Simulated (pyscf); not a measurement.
# Addition across a multiple bond or ene-type step: As≡As (SMILES [As]#[As]) + H₂O (SMILES O) → HO–As=AsH (SMILES O[As]=[AsH])

Gas phase, singlet surface, charge 0. Bonds broken: O3–H4. Bonds formed: As1–O3, As2–H4. Structures and frequencies: ωB97X-D3(BJ)/def2-SVP in PySCF. MP2 and CC: frozen core, UHF for open shells. ΔMP2 is the change of the MP2 total energy from the triple- to the quadruple-zeta basis.

Transition state (Å):

```xyz
5

As     1.0198     0.7682     0.6873
As     0.0087     1.6165    -1.0389
O     -0.5788    -0.3879     0.8961
H     -0.8713     0.2834    -0.1883
H     -0.3939    -1.3333     0.7641
```

One imaginary mode, 1558i cm⁻¹; descent along it reached the two sides named.

| bond | change | reactant side (Å) | saddle | product side |
|---|---|---|---|---|
| O3–H4 | breaks | 0.966 | 1.308 | 2.7 |
| As1–O3 | forms | 3.0 | 1.984 | 1.792 |
| As2–H4 | forms | 3.6 | 1.810 | 1.522 |

Electronic energies relative to the separated reactants (eV):

```json
[
 {"level": "ωB97X-D3(BJ)/def2-TZVP", "barrier": "1.22", "reaction energy": "-0.15", "reverse barrier": "1.37"},
 {"level": "PBE/def2-TZVP", "barrier": "0.97", "reaction energy": "-0.09", "reverse barrier": "1.06"},
 {"level": "r²SCAN/def2-TZVP", "barrier": "1.10", "reaction energy": "-0.13", "reverse barrier": "1.22"},
 {"level": "B3LYP-D3(BJ)/def2-TZVP", "barrier": "1.24", "reaction energy": "-0.02", "reverse barrier": "1.26"},
 {"level": "PBE0-D3(BJ)/def2-TZVP", "barrier": "1.12", "reaction energy": "-0.09", "reverse barrier": "1.21"},
 {"level": "M06-2X/def2-TZVP", "barrier": "1.26", "reaction energy": "-0.01", "reverse barrier": "1.27"},
 {"level": "ωB97M-D3(BJ)/def2-TZVP", "barrier": "1.29", "reaction energy": "0.00", "reverse barrier": "1.28"},
 {"level": "HF/def2-TZVP", "barrier": "2.10", "reaction energy": "+0.27", "reverse barrier": "1.83"},
 {"level": "MP2/def2-QZVPP", "barrier": "1.53", "reaction energy": "+0.40", "reverse barrier": "1.13"},
 {"level": "CCSD/def2-TZVPP", "barrier": "1.61", "reaction energy": "+0.23", "reverse barrier": "1.39"},
 {"level": "CCSD(T)/def2-TZVPP", "barrier": "1.49", "reaction energy": "+0.22", "reverse barrier": "1.27"},
 {"level": "CCSD(T)/def2-TZVPP + ΔMP2(QZVPP)", "barrier": "1.50", "reaction energy": "+0.25", "reverse barrier": "1.25"}
]
```

With CCSD(T)/def2-TZVPP + ΔMP2(QZVPP) energies and thermal terms (ideal gas, 1 atm, RRHO with modes under 100 cm⁻¹ raised to 100, one conformer, R ln 2 for chiral ones without a mode under 150 cm⁻¹), in eV:

```json
[
 {"T (K)": "298", "ΔH‡": "1.37", "ΔG‡": "1.75", "ΔH": "+0.20", "ΔG": "+0.58"},
 {"T (K)": "600", "ΔH‡": "1.37", "ΔG‡": "2.14", "ΔH": "+0.22", "ΔG": "+0.95"},
 {"T (K)": "900", "ΔH‡": "1.39", "ΔG‡": "2.51", "ΔH": "+0.26", "ΔG": "+1.30"},
 {"T (K)": "1200", "ΔH‡": "1.42", "ΔG‡": "2.88", "ΔH": "+0.31", "ΔG": "+1.64"}
]
```

One saddle was located; it need not be the lowest between these sides. The CCSD(T) − MP2 part came from Ansatz, without density fitting, on the same reference. The frozen core leaves the outer d or s,p core shells of the metals and heavy elements correlated in the MP2 and CC values, and def2-TZVPP describes them poorly, which can shift differences by a few kcal/mol. Elements up to Kr have no core potential and no relativistic terms here.
